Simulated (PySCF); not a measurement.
# Frontier levels across methods

Compound: C2H3Cl.
Geometry (PBE0-D3(BJ)/def2-SVP, Å), atoms numbered from 1 in this order:
```xyz
6
C2H3Cl angstrom
C     -0.731   -0.127   -0.005
C      0.544    0.247    0.005
Cl     1.863   -0.866    0.010
H     -1.024   -1.179   -0.011
H     -1.515    0.633   -0.009
H      0.864    1.292    0.010
```

Basis pcSseg-2 throughout (PySCF), one geometry. Geometry: PBE0-D3(BJ)/def2-SVP; no solvent, vibrations or thermal averaging.

Task: How do the orbital energies, the gap and the dipole change with the method?

Result: 
```tsv
method	kind	HOMO (eV)	LUMO (eV)	gap (eV)	μ (D)	SCF cycles
BLYP	GGA	-6.27	-1.26	5.01	1.32	14
B97-D	GGA	-6.38	-1.28	5.10	1.35	14
PBE	GGA	-6.43	-1.38	5.05	1.33	14
OPBE	GGA	-6.43	-1.28	5.16	1.34	15
KT2	GGA	-6.44	-1.33	5.11	1.36	15
KT3	GGA	-6.46	-1.32	5.14	1.35	14
BP86	GGA	-6.52	-1.46	5.06	1.34	14
LDA	LDA	-6.60	-1.61	4.99	1.36	14
B97-2	global hybrid	-7.34	-0.43	6.92	1.44	13
B3LYP	global hybrid	-7.36	-0.62	6.74	1.42	13
PBE0	global hybrid	-7.60	-0.38	7.21	1.44	13
mPW1PW91	global hybrid	-7.61	-0.39	7.22	1.44	13
BHandHLYP	global hybrid	-8.60	0.69	9.29	1.53	12
CAM-B3LYP	range-separated hybrid	-8.92	0.74	9.66	1.48	12
wB97X-D	range-separated hybrid	-9.44	1.44	10.88	1.49	12
HF	Hartree–Fock	-10.12	2.84	12.95	1.66	10
LC-wPBE	range-separated hybrid	-10.31	1.91	12.23	1.54	12
```

The HOMO spans 4.04 eV, from BLYP down to LC-wPBE, and the gap runs from 4.99 eV (LDA) to 12.95 eV (HF). Over the methods BLYP (0 %), B97-D (0 %), PBE (0 %), OPBE (0 %), KT2 (0 %), KT3 (0 %), BP86 (0 %), LDA (0 %), B97-2 (21 %), B3LYP (20 %), PBE0 (25 %), mPW1PW91 (25 %), BHandHLYP (50 %), HF (100 %), a straight line through the gap against the share of exact exchange rises by 0.80 eV for each 10 % (correlation coefficient 0.999). The dipole ranges from 1.32 D (BLYP) to 1.66 D (HF). This basis has no diffuse functions.

Reference dipole: 1.45 D (measured, gas; NIST CCCBDB Release 22 (SRD 101), experimental dipoles); nearest here: mPW1PW91 (1.44 D), PBE0 (1.44 D) and B97-2 (1.44 D). 

The vertical ΔSCF ionisation energy at CAM-B3LYP/def2-SVPD is 10.08 eV; −ε(HOMO) comes closest to it with HF (10.12 eV).
